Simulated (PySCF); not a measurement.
**H2O: bending curve**

Computed with PySCF, PBE0, basis O def2-TZVP, H def2-TZVP (no relativity, density fitting).

Rigid scan from the singlet minimum (O–H 0.959 Å (×2); H–O–H 105.0°). Coordinate: the H–O–H angle, bonds fixed. Energies in kJ/mol from the minimum.

Task: Predict the curve at 80, 90, 100, 110, 120, 130, 140, 150, 160, 170, 180.

Result: 
```json
{"bond angle (°)": "80", "E (kJ/mol)": "44.7", "dipole size (D)": "2.38"}
{"bond angle (°)": "90", "E (kJ/mol)": "15.4", "dipole size (D)": "2.27"}
{"bond angle (°)": "100", "E (kJ/mol)": "1.7", "dipole size (D)": "2.14"}
{"bond angle (°)": "110", "E (kJ/mol)": "1.5", "dipole size (D)": "1.99"}
{"bond angle (°)": "120", "E (kJ/mol)": "12.7", "dipole size (D)": "1.80"}
{"bond angle (°)": "130", "E (kJ/mol)": "32.5", "dipole size (D)": "1.59"}
{"bond angle (°)": "140", "E (kJ/mol)": "57.5", "dipole size (D)": "1.34"}
{"bond angle (°)": "150", "E (kJ/mol)": "83.8", "dipole size (D)": "1.06"}
{"bond angle (°)": "160", "E (kJ/mol)": "106.9", "dipole size (D)": "0.74"}
{"bond angle (°)": "170", "E (kJ/mol)": "122.7", "dipole size (D)": "0.38"}
{"bond angle (°)": "180", "E (kJ/mol)": "128.4", "dipole size (D)": "0.00"}
```

With the bonds held, the linear shape lies 128.4 kJ/mol from the minimum.
